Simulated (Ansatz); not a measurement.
# Basis-set limit of SiH5O, doublet

```xyz
7

Si   -0.9824    0.0193    0.0000
H    -1.4773    1.4190    0.0000
H    -1.4773   -0.6806    1.2122
H    -1.4773   -0.6806   -1.2122
H     0.5996    0.0193    0.0000
O     1.8346    0.0193    0.0000
H     2.0864   -0.9207    0.0000
```

Ansatz 0.2.0, UHF determinant, valence electrons correlated. Energies in eV.

| set | X | functions | Hartree–Fock | MP2 correlation | CCSD(T) correlation | time |
| --- | --- | --- | --- | --- | --- | --- |
| def2-TZVPP | 3 | 143 | -9976.9429 | -10.4081 | -11.8141 | 12 s on 1 × NVIDIA H100 80GB HBM3 with 1 thread of AMD EPYC 7R13 Processor (Zen 3), on a shared host |
| def2-QZVPP | 4 | 277 | -9977.3018 | -11.2157 | -12.5516 | 24 s on 1 × NVIDIA H100 80GB HBM3 with 1 thread of AMD EPYC 7R13 Processor (Zen 3), with other jobs on the host |

Hartree–Fock is taken to follow E(X) = E∞ + A·exp(−7.88·√X), correlation E(X) = E∞ + B·X^−2.97.

Problem. Work out the CCSD(T) energy at the limit, and how far the shortcut misses it that extrapolates MP2 and adds CCSD(T) minus MP2 from the smaller set.

Solution. Hartree–Fock: E∞ = E4 + 0.1377·(E4 − E3) = -9977.3513. Correlation: E∞ = E4 + 0.7407·(E4 − E3) = -13.0979 for CCSD(T) and -11.8139 for MP2. The limit is -9990.4492 eV, 0.596 eV below def2-QZVPP. The shortcut gives a correlation energy of -11.8139 + (-1.4060) = -13.2198, 122 meV lower than the direct value.

Past Ne part of the Hartree–Fock step between the two sets comes from the cores, which don't follow the formula, so the 49 meV that it adds to the total can overshoot; that part largely cancels in differences.
